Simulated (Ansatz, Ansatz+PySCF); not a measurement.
```yaml
atoms:
  - { symbol: B, position_ang: [0.0483, -0.0074, 0.8701] }
  - { symbol: B, position_ang: [-0.0363, -0.0218, -0.8543] }
  - { symbol: H, position_ang: [1.0037, -0.0365, -0.0325] }
  - { symbol: H, position_ang: [-0.9939, 0.0237, -0.0440] }
  - { symbol: H, position_ang: [-0.0340, 1.0579, 1.5028] }
  - { symbol: H, position_ang: [-0.0394, -1.0271, 1.4480] }
  - { symbol: H, position_ang: [-0.0403, 1.0804, -1.4601] }
  - { symbol: H, position_ang: [-0.0103, -1.0986, -1.4802] }
```

RHF-MP2 on singlet B2H6 was run in several spherical basis sets with Ansatz (development build ahead of 0.2.0). Frozen core: 2 orbitals.

Task: Rank the basis sets by the total energy that they give, lowest first, with the distance from the lowest.
A. STO-3G
B. 6-31G
C. def2-TZVP
D. cc-pVTZ
E. cc-pVDZ
F. aug-cc-pVDZ
G. 6-31G(d)
H. def2-SVP

Result: D (0.00 eV), C (0.39 eV), F (1.51 eV), E (1.75 eV), H (2.75 eV), G (2.89 eV), B (5.07 eV), A (23.17 eV).

Totals follow the description of the cores as much as that of the bonds, so this order isn't one of quality for chemistry.
